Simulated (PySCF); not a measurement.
## Isomerisation enthalpies of C5H10O

**Experimental background.**

CRC Handbook of Chemistry and Physics lists, for the gas at 298.15 K: enthalpy of formation of `CC(=O)C(C)C` (methyl isopropyl ketone) -262.6 kJ/mol; enthalpy of formation of `CCC(=O)CC` (diethyl ketone) -257.9 kJ/mol; enthalpy of formation of `OC1CCCC1` (cyclopentanol) -242.5 kJ/mol.

The results are set against them at the end.

Differences of these values give the isomerisation enthalpies. Geometries: PBE0-D3(BJ)/def2-SVP; runs in PySCF, gas phase, with a dispersion term only where the level names one. Total electronic energies (Eh):

```json
{"SMILES": "CC(=O)C(C)C", "PBE0-D3(BJ)/def2-SVP": "-271.27229", "PBE0/pcSseg-1": "-271.42687"}
{"SMILES": "CCC(=O)CC", "PBE0-D3(BJ)/def2-SVP": "-271.27418", "PBE0/pcSseg-1": "-271.42894"}
{"SMILES": "OC1CCCC1", "PBE0-D3(BJ)/def2-SVP": "-271.26995", "PBE0/pcSseg-1": "-271.42136"}
```

Geometry of `CC(=O)C(C)C` (Å):
```
atom  x, y, z in Å
C1     2.1154    0.3300   -0.0486
C2     0.9177   -0.5558    0.2002
O3     1.0229   -1.5958    0.8056
C4    -0.4268   -0.0824   -0.3448
C5    -1.4634   -1.1914   -0.2790
C6    -0.8919    1.1733    0.3997
H7     2.2420    0.5146   -1.1270
H8     1.9817    1.3119    0.4306
H9     3.0143   -0.1518    0.3552
H10   -0.2557    0.2004   -1.4006
H11   -1.6605   -1.4746    0.7654
H12   -2.4099   -0.8665   -0.7367
H13   -1.1161   -2.0956   -0.7985
H14   -1.8635    1.5098    0.0079
H15   -0.1865    2.0109    0.2970
H16   -1.0196    0.9630    1.4736
```

Geometry of `CCC(=O)CC` (Å):
```
atom  x, y, z in Å
C1     2.5342   -0.3339    0.2263
C2     1.2011   -0.1576   -0.4719
C3     0.0340   -0.0071    0.4828
O4     0.1877   -0.0284    1.6812
C5    -1.3355    0.1708   -0.1408
C6    -2.4470    0.3283    0.8769
H7     3.3542   -0.4217   -0.5009
H8     2.7454    0.5181    0.8882
H9     2.5308   -1.2346    0.8568
H10    0.9784   -1.0087   -1.1406
H11    1.2054    0.7253   -1.1363
H12   -1.2833    1.0390   -0.8222
H13   -1.5147   -0.6944   -0.8045
H14   -3.4194    0.4691    0.3835
H15   -2.2599    1.1920    1.5308
H16   -2.5117   -0.5561    1.5270
```

Geometry of `OC1CCCC1` (Å):
```
atom  x, y, z in Å
O1     1.286    0.185    1.441
C2     1.146   -0.033    0.054
C3     0.291   -1.279   -0.121
C4    -1.143   -0.801    0.160
C5    -1.138    0.722   -0.116
C6     0.282    1.044   -0.600
H7     1.696    1.047    1.566
H8     2.136   -0.133   -0.432
H9     0.624   -2.088    0.546
H10    0.393   -1.637   -1.158
H11   -1.409   -0.997    1.208
H12   -1.878   -1.336   -0.459
H13   -1.354    1.274    0.810
H14   -1.900    1.024   -0.850
H15    0.613    2.066   -0.351
H16    0.357    0.943   -1.696
```

Zero-point and thermal terms are left out, so the computed numbers are electronic energies.

## Comparison

Relative to `CC(=O)C(C)C`, the lowest by measurement, in kJ/mol (measured: enthalpies at 298.15 K; computed: electronic energies):

```csv
SMILES,measured,PBE0-D3(BJ)/def2-SVP,PBE0/pcSseg-1
CC(=O)C(C)C,0.0,0.0,0.0
CCC(=O)CC,4.7,-5.0,-5.4
OC1CCCC1,20.1,6.1,14.5
```

Measured values: -262.6 kJ/mol (298.15 K; CRC Handbook of Chemistry and Physics) for the first row; the others come from the same table. Mean unsigned miss over the other isomers: PBE0/pcSseg-1 7.9, PBE0-D3(BJ)/def2-SVP 11.9 kJ/mol. PBE0-D3(BJ)/def2-SVP and PBE0/pcSseg-1 put another isomer lowest. One conformer stands for `CC(=O)C(C)C`, `CCC(=O)CC` and `OC1CCCC1`, not necessarily the lowest, while the measurement averages over conformers. Where a level misses, the cause wasn't examined.
